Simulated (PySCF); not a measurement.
Relaxation of doublet SF5

Level of theory: PySCF, UPBE0, basis S def2-TZVP, F def2-TZVP (no relativity, density fitting). A (50,194) grid was used.

A hand-made trigonal bipyramidal start, of D3h symmetry, held to at least that symmetry:

```xyz
6
charge 0 multiplicity 2, angstrom
S     0.0000    0.0000    0.0000
F     0.0000    0.0000    1.6700
F     0.0000    0.0000   -1.6700
F     1.6700    0.0000    0.0000
F    -0.8350    1.4463    0.0000
F    -0.8350   -1.4463    0.0000
```

Optimiser trace:
| step | E − E(last) (kJ/mol) | largest gradient (Eh/bohr) |
| --- | --- | --- |
| 0 | 3.08 | 0.01295 |
| 1 | 0.24 | 0.00380 |
| 2 | 0.00 | 0.00030 |
| 3 | 0.00 | 0.00002 |

It ends at D3h with S–F 1.647 Å (×2), S–F 1.652 Å (×3); F–S–F 90.0° (×6), F–S–F 120.0° (×3), F–S–F 180.0°. A frequency run shows 2 imaginary modes (one degenerate set), down to 415i cm⁻¹, so it is a higher-order saddle point. Other isomers or separated fragments may lie lower.

Final geometry:
```xyz
6
charge 0 multiplicity 2, angstrom
S     0.0000    0.0000    0.0000
F     0.0000    0.0000    1.6465
F     0.0000    0.0000   -1.6465
F     1.6523    0.0000    0.0000
F    -0.8262    1.4310    0.0000
F    -0.8262   -1.4310    0.0000
```
